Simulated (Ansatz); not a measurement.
Total energies of difluoromethane, CH₂F₂.

```xyz
5

F    -1.085   -0.711    0.182
C     0.043    0.023    0.056
F     0.251    0.272   -1.256
H    -0.096    0.974    0.577
H     0.886   -0.558    0.441
```

Charge 0, multiplicity 1. All single points use the PBE0-D4/def2-TZVP geometry. Basis def2-TZVPP, Ansatz 0.2.0.

RPA on PBE orbitals: Hartree–Fock energy of these orbitals -237.97167 Eh, correlation -1.02723 Eh (frozen core).

```csv
functional,energy without D4 (Eh),D4 term (kJ/mol)
ωB97M-V,-239.02308,–
B2PLYP,-238.95185,–
```

Give the same for LDA (SPW92), PBE, revPBE, BLYP, r2SCAN, B97M-V, PBE0, B3LYP, r2SCANh, r2SCAN0, HSE06 (plane-wave form), BHLYP, CAM-B3LYP, LC-ωPBE, ωB97X-V, PBE-QIDH. (An estimate is asked.)

The calculation gave: 
| functional | energy without D4 (Eh) | D4 term (kJ/mol) |
| --- | --- | --- |
| LDA (SPW92) | -237.45466 | – |
| PBE | -238.85181 | -3.5 |
| revPBE | -239.01335 | -15.3 |
| BLYP | -239.06062 | -8.4 |
| r2SCAN | -238.98563 | -0.8 |
| B97M-V | -239.01730 | – |
| PBE0 | -238.85511 | -2.9 |
| B3LYP | -239.09636 | -5.7 |
| r2SCANh | -238.97294 | -0.9 |
| r2SCAN0 | -238.95470 | -0.9 |
| HSE06 (plane-wave form) | -238.84496 | -2.6 |
| BHLYP | -238.99543 | -3.5 |
| CAM-B3LYP | -239.02909 | -2.8 |
| LC-ωPBE | -238.96334 | – |
| ωB97X-V | -239.01341 | – |
| PBE-QIDH | -238.82602 | – |

B3LYP takes the VWN-RPA correlation (the form of Gaussian; ORCA's B3LYP/G). HSE06 is the plane-wave form, built on full-range PBE exchange. The double hybrids freeze the cores in their second-order part.

LC-ωPBE has ω = 0.4 bohr⁻¹.
